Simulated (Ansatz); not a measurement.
# CHO₂ radical: geometry and frequencies at several levels

One table from this session's results is given with a row withheld; the runs are named, their logs left out.

Method: the levels named in each step, in Ansatz 0.2.0.

**The system as given**

Bond lengths: O1–C2 1.194 Å, C2–O3 1.288 Å, O3–H4 0.986 Å. Angles: O1–C2–O3 133.9°, C2–O3–H4 116.5°.

As a file:

```xyz
4

O     0.8824   -0.7396   -0.1458
C     0.2615    0.2356    0.1518
O    -0.9790    0.5689    0.0539
H    -1.5831   -0.0972   -0.3509
```

Set-up of the first run:

input.yaml reads:

```yaml
crystal:
  periodic: [false, false, false]
  atoms:
    - { symbol: O, position_ang: [0.82042101, -0.74355285, -0.15975519] }
    - { symbol: C, position_ang: [0.26543972, 0.24658456, 0.15769785] }
    - { symbol: O, position_ang: [-1.0002918, 0.59474456, 0.06048285] }
    - { symbol: H, position_ang: [-1.50371893, -0.13015627, -0.34939551] }
magnetization:
  spin_polarized: true
  initial_magnetization: 1
basis:
  gaussian: { orbitals: def2-TZVPP }
hamiltonian:
  xc: pbe0
  dispersion: d4
phonons: {}
```

Command:

```bash
ansatz run input.yaml --threads 2 --pin off --max-ram 5120MiB --backend cpu --events-out ev --progress --plain --runs-dir out
```

Steps of the session up to this table: Frequencies, PBE0-D4/def2-TZVPP; Relaxation, PBE-D4/def2-TZVPP; Frequencies, PBE-D4/def2-TZVPP; Relaxation, r2SCAN-D4/def2-TZVPP; Frequencies, r2SCAN-D4/def2-TZVPP; Relaxation, B3LYP-D4/def2-TZVPP; Frequencies, B3LYP-D4/def2-TZVPP; Relaxation, B2PLYP/def2-TZVPP.

One of the session's tables, all rows but one given; the rest of the session is left out.

```
               level  O1–C2 (Å)  C2–O3 (Å)  dipole (D)  highest frequency (cm⁻¹)
  PBE0-D4/def2-TZVPP     1.1786     1.3163        2.04                      3650
   PBE-D4/def2-TZVPP          ?          ?           ?                         ?
r2SCAN-D4/def2-TZVPP     1.1843     1.3237        2.04                      3560
 B3LYP-D4/def2-TZVPP     1.1814     1.3241        2.00                      3580
   B2PLYP/def2-TZVPP     1.1847     1.3279        1.96                         -
```

Estimate the missing values for PBE-D4/def2-TZVPP.

**Answer.** O1–C2 (Å): 1.1927; C2–O3 (Å): 1.3306; dipole (D): 1.99; highest frequency (cm⁻¹): 3420. In the column «O1–C2 (Å)» it is the highest.
